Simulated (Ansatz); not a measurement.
**Worked example: the enthalpy of formation of NH3 (ammonia)**

NH3: 4 atoms, total charge 0, spin state singlet. SMILES: `N`. Geometry: relaxed at PBE0-D4/def2-TZVP.

Total energies at SVWN5/3-21G (Ansatz 0.2.0); the atoms run unrestricted:

```tsv
species	state	energy (Eh)
NH3	singlet	-55.742114
N	quartet	-53.824564
H	doublet	-0.472884
```

Harmonic wavenumbers at PBE0-D4/def2-TZVP, in cm⁻¹: 1031, 1670, 1670, 3502, 3631, 3631.

Measured heats of formation of the gaseous atoms at 298.15 K, in kJ/mol: N 472.4, H 218.0. Take 1 Eh = 2625.50 kJ/mol, 1 cm⁻¹ = 0.0119627 kJ/mol, RT = 2.479 kJ/mol.

Problem. What heat of formation follows?

Solution. 
1. Electronic atomisation energy: (-53.824564) + 3 × (-0.472884) − (-55.742114) = 0.498898 Eh = 1309.9 kJ/mol.
2. Zero-point energy: half the sum of the wavenumbers, 7567.5 cm⁻¹ = 90.5 kJ/mol.
3. Thermal vibrational enthalpy, Σ hcν̃/(exp(hcν̃/kT) − 1): 0.1 kJ/mol. Translation, rotation and pV of a non-linear molecule: 4 RT = 9.9 kJ/mol.
4. The 4 free atoms carry 5/2 RT each: 24.8 kJ/mol.
5. Atomisation enthalpy at 298 K: 1309.9 − 90.5 − 0.1 − 9.9 + 24.8 = 1234.2 kJ/mol.
6. Sum of the atoms' heats of formation: 1126.4 kJ/mol. Heat of formation: 1126.4 − 1234.2 = -107.8 kJ/mol.

The tabulated value is -45.6 kJ/mol (Active Thermochemical Tables), so this level is off by -62.2 kJ/mol, or 5.3 % of the atomisation enthalpy. The LDA overbinds, which puts heats of formation too low. Anharmonicity and any spin-orbit splitting of the molecule are left out.
